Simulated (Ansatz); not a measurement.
Ansatz (a program for electronic structure) input (PBE/6-31G*):

Ansatz 0.2 input:
```yaml
crystal:
  periodic: [false, false, false]
  atoms:
    - {symbol: Si, position_ang: [0.00522298, 0.00088878, 0.13274662]}
    - {symbol: H, position_ang: [-0.03423424, 1.08488138, -0.93662313]}
    - {symbol: H, position_ang: [-0.03888754, -1.09732424, -0.92182957]}
basis:
  gaussian:
    orbitals: 6-31G*
hamiltonian:
  xc: {name: PBE}
relax: {f_tol: 0.003, max_steps: 120}
```

From the last part of the output:

```
Functional definition: PBE
integrals: 0.00 GiB planned
241 factors; integrals over basis functions are off by at most 4.3e-4 eV
mean field: 0.05 GiB planned
mean field evaluation 1: about -7902.5919 eV, gradient 9.4e0 eV
mean field evaluation 2: about -7902.8766 eV, gradient 5.1e0 eV
mean field evaluation 4: about -7903.0120 eV, gradient 2.1e-1 eV
mean field evaluation 8: about -7903.0082 eV, gradient 1.4e-4 eV
mean field -7903.00822976 eV, -290.4301955924 hartree, gradient 2.2e-5 eV, S^2 0.000000; 0 other end points of the search recorded, 0 dependent functions left out
the calculation of the forces begins
reference -7903.00825436 eV, -290.4301964963 hartree; 8, 8 occupied and 15, 15 virtual orbitals, 241 factors
relax step   1: F+E_penalty+E_count = -7903.00822976 eV  Δ(F+E_penalty+E_count) = +0.000e0 eV  max|allowed force component| = 5.290e-1 eV/Å  Δτ_max = 0.0000 Å  (21 SCF iters, accepted)
these checks for a lower state are left out or cut short: starts, cluster_reference, orbital_swaps, neighbouring_geometries, increment
integrals: 0.00 GiB planned
241 factors; integrals over basis functions are off by at most 4.5e-4 eV
mean field: 0.05 GiB planned
mean field evaluation 16: about -7903.0153 eV, gradient 1.3e-5 eV
mean field -7903.01526775 eV, -290.4304542338 hartree, gradient 1.3e-5 eV, S^2 0.000000; 0 other end points of the search recorded, 0 dependent functions left out
the calculation of the forces begins
reference -7903.01529211 eV, -290.4304551290 hartree; 8, 8 occupied and 15, 15 virtual orbitals, 241 factors
relax step   2: F+E_penalty+E_count = -7903.01526775 eV  Δ(F+E_penalty+E_count) = -7.038e-3 eV  max|allowed force component| = 9.630e-2 eV/Å  Δτ_max = 0.0198 Å  (24 SCF iters, accepted)
these checks for a lower state are left out or cut short: starts, cluster_reference, orbital_swaps, neighbouring_geometries, increment
integrals: 0.00 GiB planned
241 factors; integrals over basis functions are off by at most 4.6e-4 eV
mean field: 0.05 GiB planned
mean field -7903.01625129 eV, -290.4304903780 hartree, gradient 4.8e-6 eV, S^2 0.000000; 0 other end points of the search recorded, 0 dependent functions left out
the calculation of the forces begins
reference -7903.01627577 eV, -290.4304912776 hartree; 8, 8 occupied and 15, 15 virtual orbitals, 241 factors
relax step   3: F+E_penalty+E_count = -7903.01625129 eV  Δ(F+E_penalty+E_count) = -9.835e-4 eV  max|allowed force component| = 1.514e-2 eV/Å  Δτ_max = 0.0142 Å  (20 SCF iters, accepted)
these checks for a lower state are left out or cut short: starts, cluster_reference, orbital_swaps, neighbouring_geometries, increment
integrals: 0.00 GiB planned
241 factors; integrals over basis functions are off by at most 4.6e-4 eV
mean field: 0.05 GiB planned
mean field evaluation 32: about -7903.0163 eV, gradient 7.4e-5 eV
mean field -7903.01628580 eV, -290.4304916463 hartree, gradient 7.4e-5 eV, S^2 0.000000; 0 other end points of the search recorded, 0 dependent functions left out
the calculation of the forces begins
reference -7903.01631025 eV, -290.4304925450 hartree; 8, 8 occupied and 15, 15 virtual orbitals, 241 factors
relax step   4: F+E_penalty+E_count = -7903.01628580 eV  Δ(F+E_penalty+E_count) = -3.451e-5 eV  max|allowed force component| = 4.975e-4 eV/Å  Δτ_max = 0.0025 Å  (15 SCF iters, accepted)
integrals: 0.00 GiB planned
241 factors; integrals over basis functions are off by at most 4.6e-4 eV
mean field: 0.05 GiB planned
mean field -7903.01628580 eV, -290.4304916463 hartree, gradient 7.4e-5 eV, S^2 0.000000; 1 other end points of the search recorded, 0 dependent functions left out
the calculation of the forces begins
reference -7903.01631025 eV, -290.4304925450 hartree; 8, 8 occupied and 15, 15 virtual orbitals, 241 factors
Total energy: -7903.01631025 eV, -290.4304925450 hartree
Atom 0 at     0.005938     0.001010     0.150923 Å, force    -0.000020    -0.000003    -0.000498 eV/Å
Atom 1 at    -0.034582     1.089578    -0.945744 Å, force     0.000010    -0.000082     0.000249 eV/Å
Atom 2 at    -0.039255    -1.102143    -0.930885 Å, force     0.000010     0.000085     0.000248 eV/Å
Dipole moment:    -0.003885    -0.000661    -0.098741 e Å
```
